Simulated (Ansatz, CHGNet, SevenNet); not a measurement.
**Equilibrium volume per atom of rutile MnF2 at several levels of theory**

No measured value is used here.

```csv
level (code),value (Å³/atom)
CHGNet 0.3.0,13.73
CHGNet-r²SCAN,13.01
SevenNet-l3i5,13.79
LDA (Ansatz),12.17
PBE (Ansatz),13.49
PBEsol (Ansatz),12.85
PBE+U (Ansatz),13.92
r²SCAN (Ansatz),13.00
```

Spin-polarised runs: LDA (opposed moments), PBE (opposed moments), PBEsol (opposed moments), PBE+U (opposed moments), r²SCAN (opposed moments). PBE+U takes U_eff Mn 3.9 eV. Cutoffs and k meshes differ between the levels. Ansatz's density-functional and Hartree–Fock values are scalar-relativistic unless marked +SOC, with PAW data made under PBE.

Machine-learned potentials (CHGNet 0.3.0, CHGNet-r²SCAN, SevenNet-l3i5) are trained on DFT data: a solid inside that data is no test of them.

Ansatz is a first-principles code.
